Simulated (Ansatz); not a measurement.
**BH₄ (doublet): wave-function methods side by side at distance B1–H4 along a hydrogen transfer = 1.194 Å, cc-pVDZ**

Aim: climb from Hartree-Fock through coupled cluster and multireference methods for BH₄ (doublet) at one geometry and basis, and see what each rung misses.

Method: cc-pVDZ, core rule «outside noble gas», up to 1 orbitals frozen; program: Ansatz 0.2.0, Gaussian basis.

The runs, in order: UHF; CCSD(T) on ROHF; CCSD(T) on UHF; BCCD(T) on ROHF; CISD; CCSDT(Q) on ROHF; CCSDT(Q) on UHF; CCSDTQ on ROHF; CCSDTQ on UHF; CASSCF and MRCISD+Q, 3 electrons in 3 orbitals; CASSCF and NEVPT2, 3 electrons in 3 orbitals; CASSCF and MRCISD+Q, 7 electrons in 8 orbitals; CASSCF and NEVPT2, 7 electrons in 8 orbitals; Full CI.

2 further runs of the same task are left out: 2 for a known fault of the program.

### 1 The system

The geometry derives from fragments relaxed apart (PBE0/def2-TZVP) and kept rigid, so it is no stationary point. A hydrogen atom is moved between rigid fragments.

5 atoms, charge 0, spin multiplicity 2.

Atoms are counted from 1 here; the program's logs count them from 0.

Bond lengths: B1–H2 1.193 Å, B1–H3 1.193 Å, B1–H4 1.193 Å. Angles: H2–B1–H3 120.0°, H2–B1–H4 120.0°, H3–B1–H4 120.0°.

### 2 UHF

Input file in.yaml:

```yaml
crystal:
  periodic: [false, false, false]
  atoms:
    - {symbol: B, position_ang: [-0.151163, 0.000000, 0.000000]}
    - {symbol: H, position_ang: [-0.747896, 1.033571, 0.000000]}
    - {symbol: H, position_ang: [-0.747896, -1.033571, 0.000000]}
    - {symbol: H, position_ang: [1.042302, 0.000000, 0.000000]}
    - {symbol: H, position_ang: [2.074837, 0.000000, 0.000000]}
basis:
  gaussian: {orbitals: cc-pVDZ}
magnetization: {spin_polarized: true, initial_magnetization: 1}
hamiltonian: {xc: hf}
output: {orbitals: {seedname: orbitals}}
```

The run is started by

```bash
$ ansatz run in.yaml --threads 1 --pin off --events-out ev --progress --plain --max-ram 2816MiB --backend cpu
```

After this run come: CCSD(T) on ROHF; CCSD(T) on UHF; BCCD(T) on ROHF; CISD; CCSDT(Q) on ROHF; CCSDT(Q) on UHF; CCSDTQ on ROHF; CCSDTQ on UHF; CASSCF and MRCISD+Q, 3 electrons in 3 orbitals; CASSCF and NEVPT2, 3 electrons in 3 orbitals; CASSCF and MRCISD+Q, 7 electrons in 8 orbitals; CASSCF and NEVPT2, 7 electrons in 8 orbitals; Full CI.

**Question.** What will the summary of the whole plan be? Wanted: FCI below the RHF energy; RMP2 from FCI; UMP2 from FCI; RCCSD from FCI; RCCSD(T) from FCI; UCCSD(T) from FCI; RCCSDT(Q) from FCI; UCCSDT(Q) from FCI; NEVPT2 pair from FCI.

The runs gave:

| quantity | value |
| --- | --- |
| FCI below the RHF energy | -3.6170 eV |
| RMP2 from FCI | +18.33 kcal/mol |
| UMP2 from FCI | +18.28 kcal/mol |
| RCCSD from FCI | +1.56 kcal/mol |
| RCCSD(T) from FCI | +0.33 kcal/mol |
| UCCSD(T) from FCI | +0.33 kcal/mol |
| RCCSDT(Q) from FCI | +0.01 kcal/mol |
| UCCSDT(Q) from FCI | +0.01 kcal/mol |
| NEVPT2 pair from FCI | +18.21 kcal/mol |
| NEVPT2 valence from FCI | +14.69 kcal/mol |
| MRCISD+Q valence from FCI | +0.16 kcal/mol |
| levels within 1 kcal/mol (43 meV) | RCCSD(T), UCCSD(T), BCCD(T), RCCSDT, UCCSDT, RCCSDT(Q), UCCSDT(Q), RCCSDTQ, UCCSDTQ, MRCISD+Q valence |
| T1 diagnostic | 0.019 |
| effectively unpaired electrons | 1.03 |

In words: RCCSD(T) lands +0.33 kcal/mol from the yardstick (0.4 % of the correlation energy). One determinant dominates. Of the multireference levels listed MRCISD+Q valence comes nearest in total energy (+0.16 kcal/mol), which doesn't show that its space is the better one. These misses are within one basis, not against nature; the frozen cores of restricted and unrestricted runs differ, which can shift their rows.
